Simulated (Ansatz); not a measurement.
# AlBFH₃ (SMILES [BH2][AlH][F]): energies and forces away from the minimum

One table from this session's results is given with a row withheld; the runs are named, their logs left out.

The runs use Ansatz 0.2.0, Gaussian basis; single points with forces in def2-TZVPP.

Levels: PBE-D4, r2SCAN-D4, PBE0-D4, wB97M-V, Hartree-Fock, MP2, CCSD, CCSD(T). Each coordinate is moved by a Gaussian draw of the width named (0.7 of it for atoms other than hydrogen): 0.02, 0.12, 0.12, 0.09 Å.

Cores are frozen in the correlated methods.

11 further runs of the same task are left out: 11 set aside as unsound or not needed.

### Where the work starts

The minimum, relaxed at PBE0-D4: SMILES `[BH2][AlH][F]`, 6 atoms, charge 0, spin multiplicity 1.

Atoms are counted from 1 here; the program's logs count them from 0.

Bond lengths: B1–Al2 2.121 Å, B1–H4 1.199 Å, B1–H5 1.199 Å, Al2–F3 1.657 Å, Al2–H6 1.586 Å. Angles: Al2–B1–H4 122.6°, Al2–B1–H5 122.6°, H4–B1–H5 114.9°, B1–Al2–F3 117.1°, B1–Al2–H6 127.1°, F3–Al2–H6 115.8°.

Geometry (Å):

```xyz
6
AlBFH3
B    -0.8153    0.4222   -0.6607
Al    0.7187   -0.3150    0.6051
F     1.1521   -1.9037    0.4199
H    -1.9747    0.3847   -0.3584
H    -0.5880    0.9216   -1.7265
H     1.5072    0.4903    1.7205
```

Energies of the minimum (eV), from earlier single points: PBE-D4 -10033.33567, r2SCAN-D4 -10038.60669, PBE0-D4 -10034.24255, B3LYP-D4 -10042.15290, wB97M-V -10039.37468, CCSD(T) -10023.21631.

The first run:

ccsdt-tzvpp/in.yaml reads:

```yaml
crystal:
  periodic: [false, false, false]
  atoms:
    - {symbol: B, position_ang: [-0.818410, 0.417368, -0.672722]}
    - {symbol: Al, position_ang: [0.722612, -0.338947, 0.583106]}
    - {symbol: F, position_ang: [1.178191, -1.896829, 0.417359]}
    - {symbol: H, position_ang: [-1.981132, 0.412545, -0.331677]}
    - {symbol: H, position_ang: [-0.574712, 0.918945, -1.728545]}
    - {symbol: H, position_ang: [1.524890, 0.505926, 1.693194]}
basis:
  gaussian: {orbitals: def2-TZVPP}
correlation: {method: ccsd_t}
output: {forces: true}
```

The command line of these runs was not kept.

Steps of the session up to this table: Structure 1, width 0.02 Å; Structure 2, width 0.12 Å; Structure 3, width 0.12 Å; Structure 4, width 0.09 Å.

One table of the session follows, with a row left open; its other results are not shown here.

| method | RMS force component (eV/Å) | angle to CCSD(T) forces (°) | dipole (D) |
| --- | --- | --- | --- |
| PBE-D4 | 1.269 | 6.4 | 2.06 |
| r2SCAN-D4 | 1.376 | 2.3 | 2.11 |
| PBE0-D4 | 1.397 | 2.2 | 2.20 |
| wB97M-V | ? | ? | ? |
| CCSD(T) | 1.446 | reference | 2.10 |

Estimate the missing values for wB97M-V.

**Answer.** RMS force component (eV/Å): 1.400; angle to CCSD(T) forces (°): 3.1; dipole (D): 2.17. In the column «RMS force component (eV/Å)» it lies between PBE0-D4 (1.397) and CCSD(T) (1.446).
